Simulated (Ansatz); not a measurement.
A single point on `FCOCF`.

```yaml
crystal:
  periodic: [false, false, false]
  atoms:
    - {symbol: F, position_ang: [1.150529, -1.073948, -1.107038]}
    - {symbol: C, position_ang: [0.920566, 0.217640, -0.694095]}
    - {symbol: O, position_ang: [-0.432772, 0.435241, -0.525338]}
    - {symbol: C, position_ang: [-0.977349, -0.151842, 0.599882]}
    - {symbol: F, position_ang: [-0.601363, 0.536845, 1.729462]}
    - {symbol: H, position_ang: [1.476955, 0.366050, 0.236244]}
    - {symbol: H, position_ang: [1.255717, 0.893529, -1.480743]}
    - {symbol: H, position_ang: [-0.643092, -1.186385, 0.722837]}
    - {symbol: H, position_ang: [-2.060691, -0.083331, 0.501689]}
basis:
  gaussian: {orbitals: def2-TZVPP}
hamiltonian: {xc: pbe}
correlation: {method: rpa}
```

```sh
$ ansatz run in.yaml --threads 2 --pin off --events-out ev --progress --plain
```

Shortened log:

```
Functional definition: PBE
1322 factors; integrals over basis functions are off by at most 1.1e-3 eV
mean field evaluation 1: about -9608.7037 eV, gradient 5.2e1 eV
mean field evaluation 2: about -9608.6995 eV, gradient 5.2e1 eV
mean field evaluation 4: about -9613.2265 eV, gradient 1.8e1 eV
mean field evaluation 8: about -9613.7449 eV, gradient 7.1e-2 eV
mean field evaluation 16: about -9613.7445 eV, gradient 1.0e-5 eV
mean field -9613.74450322 eV, -353.2985940634 hartree, gradient 2.8e-6 eV, S^2 0.000000; 0 other end points of the search recorded, 0 dependent functions left out
5 core orbitals not correlated: weight in the atoms' cores, before any rotation towards them, 1.000 or more for the frozen orbitals, at most 0.000 for the correlated occupied ones
reference -9575.26886031 eV, -351.8846402662 hartree; 16, 16 occupied and 190, 190 virtual orbitals, 1322 factors
Total energy: -9620.32768250 eV, -353.5405214394 hartree
```

Run time 2.4 s (2 threads of a server CPU on a shared host); peak host memory 0.45 GiB.
